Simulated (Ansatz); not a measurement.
## Ansatz (development build ahead of 0.2.0) run

```yaml
crystal:
  periodic: [false, false, false]
  atoms:
    - { symbol: Al, position_ang: [0.0, 0.0, 0.0] }
    - { symbol: Al, position_ang: [0.0, 0.0, 2.56595] }
basis:
  gaussian: { orbitals: def2-SVP }
magnetization:
  spin_polarized: true
  initial_magnetization: 2
hamiltonian:
  xc: hf
correlation:
  method: mp2
  frozen_orbitals: { Al: 5 }
scf:
  omitted_lower_state_checks: [stability, starts, atomic_configurations, cluster_reference, orbital_swaps, given_window_search, neighbouring_geometries, increment]
```

The input is written out in the form of the current development build from the run's settings.

Results

- Converged: yes
- Reference energy: -483.59259 hartree
- Correlation energy: -0.08548 hartree
- Total energy: -483.67807 hartree
- Spin squared of the determinant: 2.030
- Occupied orbitals by symmetry in an Abelian subgroup (alpha; beta): 4 Ag 4 B1u 1 B2g 2 B2u 1 B3g 2 B3u; 4 Ag 4 B1u 1 B2g 1 B2u 1 B3g 1 B3u

Messages of the program:
```
mean field -13159.22480858 eV, -483.5925920722 hartree, gradient 9.4e-7 eV, S^2 2.029463; 0 other ends of a descent, 0 dependent functions left out
```

This is not the lowest solution: another run reaches a determinant 0.30 eV lower.
